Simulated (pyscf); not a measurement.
## Addition across a multiple bond or ene-type step: H₂C=CH–C≡N + hydrogen (H₂) → H₂C=CH–CH=NH

Gas phase, singlet surface, charge 0. Bonds broken: H8–H9. Bonds formed: C3–H8, N4–H9. Single points on ωB97X-D3(BJ)/def2-SVP structures (PySCF, gas phase).

Transition state (Å):

```xyz
9

C      0.5183    -0.9227     0.1250
C     -0.6106    -0.2462    -0.0797
C     -1.0344     0.9206     0.7112
N     -1.8971     1.7685     0.8706
H      0.7825    -1.7831    -0.4944
H      1.2086    -0.6280     0.9234
H     -1.3300    -0.5037    -0.8645
H      0.1277     1.0463     1.7012
H     -0.7448     1.6916     1.6604
```

One imaginary mode, 2419i cm⁻¹; descent along it reached the two sides named.

```json
[
 {"bond": "H8–H9", "change": "breaks", "reactant side (Å)": "0.761", "saddle": "1.086", "product side": "2.238"},
 {"bond": "C3–H8", "change": "forms", "reactant side (Å)": "3.7", "saddle": "1.532", "product side": "1.109"},
 {"bond": "N4–H9", "change": "forms", "reactant side (Å)": "2.9", "saddle": "1.399", "product side": "1.025"}
]
```

Electronic energies relative to the separated reactants (kcal/mol):

```
level                   barrier  reaction energy  reverse barrier
----------------------  -------  ---------------  ---------------
ωB97X-D3(BJ)/def2-TZVP     82.7            -19.8            102.5
PBE/def2-TZVP              71.9            -20.0             91.9
r²SCAN/def2-TZVP           75.7            -20.2             95.8
B3LYP-D3(BJ)/def2-TZVP     80.7            -18.2             98.9
PBE0-D3(BJ)/def2-TZVP      75.2            -23.2             98.4
M06-2X/def2-TZVP           83.6            -17.5            101.1
ωB97M-D3(BJ)/def2-TZVP     81.7            -18.6            100.3
HF/def2-TZVP              100.9            -15.5            116.4
```

With ωB97M-D3(BJ)/def2-TZVP energies and thermal terms (ideal gas, 1 atm, RRHO with modes under 100 cm⁻¹ raised to 100, one conformer, R ln 2 for chiral ones without a mode under 150 cm⁻¹), in kcal/mol:

```
T (K)   ΔH‡    ΔG‡     ΔH     ΔG
-----  ----  -----  -----  -----
298    81.9   90.4  -11.9   -3.1
600    81.0   99.4  -13.1   +6.3
900    80.9  108.7  -13.4  +16.0
1200   81.1  117.9  -13.2  +25.8
```

The same reactants have a lower exit, to H₃C–CH=C=NH (barrier +55.9 kcal/mol at ωB97M-D3(BJ)/def2-TZVP, against +81.7 kcal/mol here). H₂C=CH–CH=NH lies 21.4 kcal/mol over its isomer H₃C–CH₂–C≡N (electronic energy, ωB97M-D3(BJ)/def2-TZVP). This is the saddle that the search found; another between the same sides may lie lower.
